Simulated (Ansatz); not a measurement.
in.yaml

```yaml
crystal:
  periodic: [false, false, false]
  atoms:
    - {symbol: C, position_ang: [0.000000, -0.059567, 0.000000]}
    - {symbol: H, position_ang: [0.000000, 0.354901, -0.996161]}
    - {symbol: H, position_ang: [0.000000, 0.354901, 0.996161]}
basis:
  gaussian: {orbitals: cc-pVDZ}
magnetization: {spin_polarized: false, initial_magnetization: 2}
correlation: {method: bccd_t, electrons: outside_noble_gas}
```

```sh
$ ansatz run in.yaml --threads 1 --pin off --events-out ev --progress --plain --max-ram 2393MiB
```

The program prints:

```
219 factors; integrals over basis functions are off by at most 1.4e-3 eV
mean field evaluation 1: about -1058.5167 eV, gradient 9.6e0 eV
mean field evaluation 2: about -1058.5166 eV, gradient 9.6e0 eV
mean field evaluation 4: about -1059.0975 eV, gradient 5.2e-1 eV
mean field evaluation 8: about -1059.1015 eV, gradient 4.0e-4 eV
mean field evaluation 16: about -1059.1015 eV, gradient 1.5e-6 eV
mean field -1059.10145345 eV, -38.9212605294 hartree, gradient 1.5e-6 eV, S^2 2.000000; 0 other end points of the search recorded, 0 dependent functions left out
1 core orbitals not correlated: weight in the atoms' cores, before any rotation towards them, 1.000 or more for the frozen orbitals, at most 0.000 for the correlated occupied ones
reference -1059.10145345 eV, -38.9212605294 hartree; 4, 2 occupied and 19, 21 virtual orbitals, 219 factors
second order -2.58051147 eV of doubles, -0.07812513 eV of singles
cycle   1  -3.09786546 eV  change   -4.4e-1 eV  update   3.9e-2
cycle   2  -3.21505319 eV  change   -1.2e-1 eV  update   1.5e-2
cycle   3  -3.21946586 eV  change   -4.4e-3 eV  update   5.0e-3
cycle   4  -3.21945863 eV  change    7.2e-6 eV  update   1.6e-3
cycle   5  -3.21943047 eV  change    2.8e-5 eV  update   4.6e-4
cycle   6  -3.21960682 eV  change   -1.8e-4 eV  update   1.4e-4
cycle   7  -3.21966217 eV  change   -5.5e-5 eV  update   3.8e-5
cycle   8  -3.21965752 eV  change    4.6e-6 eV  update   1.0e-5
cycle   9  -3.21966245 eV  change   -4.9e-6 eV  update   3.2e-6
perturbative correction -0.04814425 eV, -0.0017692684 hartree
Total energy: -1062.36926014 eV, -39.0413502103 hartree
```

For the same geometry and basis full CI lies 12.3 meV lower.

Ran on 1 thread of Arm Neoverse V1, shared host: 0.42 s wall, 0.08 GiB peak host memory.
